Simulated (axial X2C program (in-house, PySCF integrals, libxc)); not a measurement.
## Correcting the dissociation energy of NaAl⁺ for spin–orbit coupling

A spin-free CCSD(T) curve (one-electron X2C) was computed with an in-house relativistic program for diatomic molecules, basis Al dyall-v3z [8s8p2d1f], Na dyall-cv3z [9s8p5d2f] (cores contracted in-house), for the state M_S = 1/2, Λ = 0 (beyond evenly filled blocks: σα). It gives D0 = 0.874 eV to Al + Na+, which in a spin-free picture are the weighted means of the ground terms.

Correlated methods: 11 electrons correlated (number of frozen shells: Al 2 s, 1 p; Na 1 s), 193 virtual spin orbitals or spinors in MP2, 90 natural virtuals in coupled cluster.

Measured levels of the ground terms (NIST Handbook of Basic Atomic Spectroscopic Data), in cm⁻¹: Al 2P: J = 1/2 at 0, J = 3/2 at 112.1; Na+ 1S: J = 0 at 0.

The molecular state has Λ = 0, so it has no first-order lowering.

Q: How far does each ground level lie under the (2J+1)-weighted mean of its term?

A: Al: (2 × 0 + 4 × 112.1)/6 = 75 cm⁻¹; Na+: a single level, 0.

Q: Correct D0.

A: D0 = 0.874 + (0 − 75)/8065.5 = 0.865 eV at CCSD(T) with these spin–orbit terms.

Second-order spin–orbit effects in the molecule, which grow quickly with Z, are left out. Occupations by symmetry block were frozen at the best pattern of an incomplete PBE0 search. De is counted from the lowest determinant-based energies of the atoms at the same level, without counterpoise correction. CCSD and (T) use frozen natural virtuals with an MP2 correction for the truncation; (T) itself is uncorrected, so its De runs slightly low.
